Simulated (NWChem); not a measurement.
Program: NWChem. System: ethylene (C2H4), charge 0, spin multiplicity 1, at a geometry optimised with PBE/def2-SVP. Level: BHandHLYP/6-31G* (spherical d).

NWChem printed:

```
             Northwest Computational Chemistry Package (NWChem) 7.3.0
             --------------------------------------------------------

                                NWChem Input Module
                                -------------------

 Scaling coordinates for geometry "geometry" by  1.889725989
 (inverse scale =  0.529177249)

 Turning off AUTOSYM since
 SYMMETRY directive was detected!

                             Geometry "geometry" -> ""
                             -------------------------

 Output coordinates in angstroms (scale by  1.889725989 to convert to a.u.)

  No.       Tag          Charge          X              Y              Z
 ---- ---------------- ---------- -------------- -------------- --------------
    1 C                    6.0000     0.00000000     0.00000000     0.67028100
    2 C                    6.0000     0.00000000     0.00000000    -0.67028100
    3 H                    1.0000     0.93744900     0.00000000     1.25073800
    4 H                    1.0000    -0.93744900     0.00000000     1.25073800
    5 H                    1.0000    -0.93744900     0.00000000    -1.25073800
    6 H                    1.0000     0.93744900     0.00000000    -1.25073800

 Effective nuclear repulsion energy (a.u.)      32.9967627881

            Nuclear Dipole moment (a.u.)
            ----------------------------
        X                 Y               Z
 ---------------- ---------------- ----------------
     0.0000000000     0.0000000000     0.0000000000

      Symmetry information
      --------------------

 Group name             D2h
 Group number             26
 Group order               8
 No. of unique centers     2

      Symmetry unique atoms

     1    3


 Summary of "ao basis" -> "" (spherical)
 ------------------------------------------------------------------------------
       Tag                 Description            Shells   Functions and Types
 ---------------- ------------------------------  ------  ---------------------
 *                           6-31g*                   on all atoms

                              NWChem Property Module
                              ----------------------

                                 NWChem DFT Module
                                 -----------------

 Summary of "ao basis" -> "ao basis" (spherical)
 ------------------------------------------------------------------------------
       Tag                 Description            Shells   Functions and Types
[...]
     L   x y z        total         alpha         beta         nuclear
     -   - - -        -----         -----         ----         -------
     0   0 0 0     -0.000000     -8.000000     -8.000000     16.000000

     1   1 0 0      0.000000      0.000000      0.000000      0.000000
     1   0 1 0      0.000000      0.000000      0.000000      0.000000
     1   0 0 1     -0.000016     -0.000008     -0.000008      0.000000

     2   2 0 0     -8.997107    -10.775132    -10.775132     12.553157
     2   1 1 0     -0.000000     -0.000000     -0.000000      0.000000
     2   1 0 1     -0.000000     -0.000000     -0.000000      0.000000
     2   0 2 0    -11.358308     -5.679154     -5.679154      0.000000
     2   0 1 1      0.000000      0.000000      0.000000      0.000000
     2   0 0 2     -8.877841    -25.238052    -25.238052     41.598263

 *** CALLING NEW AORESP DRIVER FOR CLOSED AND OPEN SHELLS ***
 Entering AOResponse driver routine

--------------------------------------------------------------------------------

          ****************
          *** RESPONSE ***
          ****************

 Response module for NWChem and dynamic CPKS solver

          -----------------------------------------------
          Solving response equations for perturbing field
          -----------------------------------------------

 number of frequencies:     1
 frequency in a.u.:  0.4280000E-01
 Perturbing field: electric
 Using El. Dipole Length Gauge

 Setting up CPKS with frequency omega =      0.04280000 a.u.

                            NWChem Dynamic CPHF Module
                            --------------------------

    scftype = RHF
    nclosed =    8
      nopen =    0
  variables =      448
  num. vecs =        3
  tolerance =   1.0D-04
  max. iter =   50

  int2e_file: Failed to allocate cache ... halving
 SCF residual:    3.8207525466256717E-005

Iterative solution of linear equations
  No. of variables      448
  No. of equations        3
  Maximum subspace       30
       Convergence  1.0D-04

 ga_lkain filestub:cphf_sol
 ga_lkain filesoln:./mol.cphf_sol

   iter   nsub   residual    time
   ----  ------  --------  ---------
     1      3    3.24D+00       1.4
     2      6    2.15D+00       1.9
     3      9    1.02D-01       2.4
     4     12    4.52D-02       2.9
     5     15    2.84D-03       3.4
     6     18    9.13D-04       3.9
     7     21    7.08D-05       4.4

 Electric Dipole Response Matrix (nonzero elements):

              1        2        3
    1   20.9035  -0.0000   0.0000
    2   -0.0000   8.4197   0.0000
    3    0.0000   0.0000  32.2924

 ------------------------------------------
 average:        20.53855 + I       0.00000

 DFT Linear Response polarizability / au
 Frequency  =       0.0428000 / au
 Wavelength =    1064.5643224 / nm
              X              Y              Z
 -----------------------------------------------
 X      20.9034983     -0.0000000      0.0000000
 Y      -0.0000000      8.4196915      0.0000000
 Z       0.0000000      0.0000000     32.2924467
 -----------------------------------------------
 Eigenvalues =      20.9034983      8.4196915     32.2924467
 Isotropic   =      20.5385455
 Anisotropic =      20.6816588
 -----------------------------------------------

 Magnetic Dipole Response Matrix (nonzero elements):
 Optical rotation tensor Beta

              1        2        3
    1    0.0000   0.0000   0.0000
    2   -0.0000  -0.0000  -0.0000
    3   -0.0000  -0.0000   0.0000

 ------------------------------------------
 average:         0.00000 + I       0.00000

 Exiting AOResponse driver routine

          -------------
          Dipole Moment
          -------------

 Center of charge (in au) is the expansion point
         X =       0.0000000 Y =       0.0000000 Z =       0.0000000

   Dipole moment        0.0000163522 A.U.
             DMX        0.0000000017 DMXEFC        0.0000000000
             DMY        0.0000000014 DMYEFC        0.0000000000
             DMZ       -0.0000163522 DMZEFC        0.0000000000
   -EFC- dipole         0.0000000000 A.U.
   Total dipole         0.0000163522 A.U.

   Dipole moment        0.0000415636 Debye(s)
             DMX        0.0000000044 DMXEFC        0.0000000000
             DMY        0.0000000037 DMYEFC        0.0000000000
             DMZ       -0.0000415636 DMZEFC        0.0000000000
   -EFC- dipole         0.0000000000 DEBYE(S)
   Total dipole         0.0000415636 DEBYE(S)

 1 a.u. = 2.541766 Debyes

 Task  times  cpu:        4.4s     wall:        4.4s

 Total times  cpu:        4.4s     wall:        4.4s
```

Question: Write an NWChem input that would produce this output.

Answer: This is not unique; one that fits is 
```
start mol
memory heap 200 mb stack 900 mb global 1100 mb
geometry units angstroms nocenter noautoz
  C      0.000000     0.000000     0.670281
  C      0.000000     0.000000    -0.670281
  H      0.937449     0.000000     1.250738
  H     -0.937449     0.000000     1.250738
  H     -0.937449     0.000000    -1.250738
  H      0.937449     0.000000    -1.250738
  symmetry group D2h
end
basis spherical
  * library 6-31g*
end
dft
  xc bhlyp
  semidirect memsize 60000000 filesize 0
  iterations 100
end
property
  dipole
  response 1 0.0428
end
task dft property
```
